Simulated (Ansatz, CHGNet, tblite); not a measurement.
# How well does each level of theory give the lattice constant a of pyrite FeS₂?

Reference value: 5.418 Å (measured, 295 K, copied from a table, unchecked, no zero-point or thermal correction; as tabulated in Dalton transactions 48, 10703 (2019)).

```tsv
level (code)	value (Å)	difference (%)
GFN1-xTB (tblite)	5.358	-1.11
CHGNet 0.3.0	5.383	-0.65
LDA (Ansatz)	5.284	-2.47
PBE (Ansatz)	5.403	-0.28
PBE0 (Ansatz)	5.424	+0.11
```

The reference is not for a static lattice or low temperature, so close values are not ranked against it.

The reference isn't brought to a static lattice, while the calculations are for one, so the differences are not the levels' errors alone. A static lattice is as a rule a little smaller than the measured one. The crystal itself was run without spin with LDA, PBE, PBE0; a magnetic state was not tried in these runs. GFN1-xTB: the method was fitted mainly to molecules. GFN1-xTB: the run uses a supercell at the zone centre in place of a k mesh. Cutoffs and k meshes differ between the levels. Ansatz's density-functional and Hartree–Fock values are scalar-relativistic unless marked +SOC, with PAW data made under PBE.

Machine-learned potentials (CHGNet 0.3.0) are trained on DFT data: a solid inside that data is no test of them.

Differences are worked out from the printed values.

Ansatz is a quantum-chemistry and plane-wave program.
